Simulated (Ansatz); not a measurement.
Job for Ansatz (a program for electronic structure): R-wB97X-V/def2-TZVPP on dichloromethane (SMILES ClCCl).

Ansatz 0.2 input:
```yaml
crystal:
  periodic: [false, false, false]
  atoms:
    - {symbol: Cl, position_ang: [-1.48468873, 0.21157270, 0.01744301]}
    - {symbol: C, position_ang: [0.00332733, -0.76538743, 0.05464067]}
    - {symbol: Cl, position_ang: [1.48281351, 0.21978430, -0.04823739]}
    - {symbol: H, position_ang: [0.02558931, -1.30639402, 0.99281935]}
    - {symbol: H, position_ang: [-0.01367460, -1.43435045, -0.79715883]}
basis:
  gaussian:
    orbitals: def2-TZVPP
hamiltonian:
  xc: {name: wB97X-V}
accuracy: high
relax: {f_tol: 0.0005, max_steps: 60}
scf: {lower_state_search: off}
output: {forces: true}
```

The log:

```
WARN ansatz: RAYON_NUM_THREADS=4 ignored (pool sized by the plan → 4); use --threads N
Functional definition: wB97X-V
these checks for a lower state are left out or cut short: stability, starts, cluster_reference, orbital_swaps, neighbouring_geometries, increment
integrals: 0.34 GiB planned
2479 factors; integrals over basis functions are off by at most 2.4e-9 eV
integrals: 0.54 GiB planned
338 factors; integrals over basis functions are off by at most 6.4e-10 eV
mean field: 1.30 GiB planned
mean field evaluation 1: about -26111.5510 eV, gradient 1.2e1 eV
mean field evaluation 2: about -26111.8821 eV, gradient 4.5e0 eV
mean field evaluation 4: about -26111.9159 eV, gradient 6.4e-1 eV
mean field evaluation 8: about -26111.9983 eV, gradient 1.1e-2 eV
mean field evaluation 16: about -26111.9983 eV, gradient 9.2e-6 eV
mean field -26111.99831519 eV, -959.5982387351 hartree, gradient 1.6e-8 eV, S^2 0.000000; 0 other end points of the search recorded, 0 dependent functions left out
the calculation of the forces begins
reference -26111.99831506 eV, -959.5982387303 hartree; 21, 21 occupied and 122, 122 virtual orbitals, 2479 factors
relax step   1: F+E_penalty+E_count = -26111.99831519 eV  Δ(F+E_penalty+E_count) = +0.000e0 eV  max|allowed force component| = 4.200e-1 eV/Å  Δτ_max = 0.0000 Å  (18 SCF iters, accepted)
these checks for a lower state are left out or cut short: stability, starts, cluster_reference, orbital_swaps, neighbouring_geometries, increment
integrals: 0.34 GiB planned
2479 factors; integrals over basis functions are off by at most 2.4e-9 eV
integrals: 0.54 GiB planned
338 factors; integrals over basis functions are off by at most 6.3e-10 eV
mean field: 1.30 GiB planned
mean field evaluation 32: about -26112.0036 eV, gradient 6.8e-8 eV
mean field -26112.00355232 eV, -959.5984311959 hartree, gradient 6.8e-8 eV, S^2 0.000000; 0 other end points of the search recorded, 0 dependent functions left out
the calculation of the forces begins
reference -26112.00355219 eV, -959.5984311911 hartree; 21, 21 occupied and 122, 122 virtual orbitals, 2479 factors
relax step   2: F+E_penalty+E_count = -26112.00355232 eV  Δ(F+E_penalty+E_count) = -5.237e-3 eV  max|allowed force component| = 2.943e-1 eV/Å  Δτ_max = 0.0141 Å  (33 SCF iters, accepted)
these checks for a lower state are left out or cut short: stability, starts, cluster_reference, orbital_swaps, neighbouring_geometries, increment
integrals: 0.34 GiB planned
2479 factors; integrals over basis functions are off by at most 2.4e-9 eV
integrals: 0.54 GiB planned
338 factors; integrals over basis functions are off by at most 6.3e-10 eV
mean field: 1.30 GiB planned
mean field -26112.00526795 eV, -959.5984942443 hartree, gradient 5.2e-8 eV, S^2 0.000000; 0 other end points of the search recorded, 0 dependent functions left out
the calculation of the forces begins
reference -26112.00526782 eV, -959.5984942395 hartree; 21, 21 occupied and 122, 122 virtual orbitals, 2479 factors
relax step   3: F+E_penalty+E_count = -26112.00526795 eV  Δ(F+E_penalty+E_count) = -1.716e-3 eV  max|allowed force component| = 4.781e-2 eV/Å  Δτ_max = 0.0051 Å  (25 SCF iters, accepted)
these checks for a lower state are left out or cut short: stability, starts, cluster_reference, orbital_swaps, neighbouring_geometries, increment
integrals: 0.34 GiB planned
2479 factors; integrals over basis functions are off by at most 2.4e-9 eV
integrals: 0.54 GiB planned
338 factors; integrals over basis functions are off by at most 6.3e-10 eV
mean field: 1.30 GiB planned
mean field -26112.00533017 eV, -959.5984965307 hartree, gradient 9.5e-9 eV, S^2 0.000000; 0 other end points of the search recorded, 0 dependent functions left out
the calculation of the forces begins
reference -26112.00533004 eV, -959.5984965259 hartree; 21, 21 occupied and 122, 122 virtual orbitals, 2479 factors
relax step   4: F+E_penalty+E_count = -26112.00533017 eV  Δ(F+E_penalty+E_count) = -6.222e-5 eV  max|allowed force component| = 7.447e-3 eV/Å  Δτ_max = 0.0013 Å  (24 SCF iters, accepted)
these checks for a lower state are left out or cut short: stability, starts, cluster_reference, orbital_swaps, neighbouring_geometries, increment
integrals: 0.34 GiB planned
2479 factors; integrals over basis functions are off by at most 2.4e-9 eV
integrals: 0.54 GiB planned
338 factors; integrals over basis functions are off by at most 6.3e-10 eV
mean field: 1.30 GiB planned
mean field -26112.00533386 eV, -959.5984966666 hartree, gradient 7.8e-8 eV, S^2 0.000000; 0 other end points of the search recorded, 0 dependent functions left out
the calculation of the forces begins
reference -26112.00533373 eV, -959.5984966618 hartree; 21, 21 occupied and 122, 122 virtual orbitals, 2479 factors
relax step   5: F+E_penalty+E_count = -26112.00533386 eV  Δ(F+E_penalty+E_count) = -3.697e-6 eV  max|allowed force component| = 3.176e-3 eV/Å  Δτ_max = 0.0005 Å  (18 SCF iters, accepted)
these checks for a lower state are left out or cut short: stability, starts, cluster_reference, orbital_swaps, neighbouring_geometries, increment
integrals: 0.34 GiB planned
2479 factors; integrals over basis functions are off by at most 2.4e-9 eV
integrals: 0.54 GiB planned
338 factors; integrals over basis functions are off by at most 6.3e-10 eV
mean field: 1.30 GiB planned
mean field evaluation 64: about -26112.0053 eV, gradient 2.8e-8 eV
mean field -26112.00533414 eV, -959.5984966766 hartree, gradient 2.8e-8 eV, S^2 0.000000; 0 other end points of the search recorded, 0 dependent functions left out
the calculation of the forces begins
reference -26112.00533401 eV, -959.5984966719 hartree; 21, 21 occupied and 122, 122 virtual orbitals, 2479 factors
relax step   6: F+E_penalty+E_count = -26112.00533414 eV  Δ(F+E_penalty+E_count) = -2.746e-7 eV  max|allowed force component| = 1.610e-4 eV/Å  Δτ_max = 0.0001 Å  (18 SCF iters, accepted)
Total energy: -26112.00533401 eV, -959.5984966719 hartree
Atom 0 at    -1.467672     0.211725     0.017059 Å, force    -0.000017    -0.000010     0.000001 eV/Å
Atom 1 at     0.003310    -0.761473     0.054361 Å, force    -0.000001     0.000160    -0.000011 eV/Å
Atom 2 at     1.465796     0.219842    -0.047868 Å, force     0.000017    -0.000010     0.000000 eV/Å
Atom 3 at     0.025570    -1.308547     0.991698 Å, force     0.000004    -0.000059     0.000161 eV/Å
Atom 4 at    -0.013638    -1.436322    -0.795743 Å, force    -0.000003    -0.000081    -0.000151 eV/Å
Dipole moment:     0.001520    -0.349634     0.024960 e Å
Checks for a lower state left out: stability, starts, cluster_reference, orbital_swaps, neighbouring_geometries, increment
```

The calculation finished and met its thresholds.

Cost: about 90 core-seconds (a rough figure).
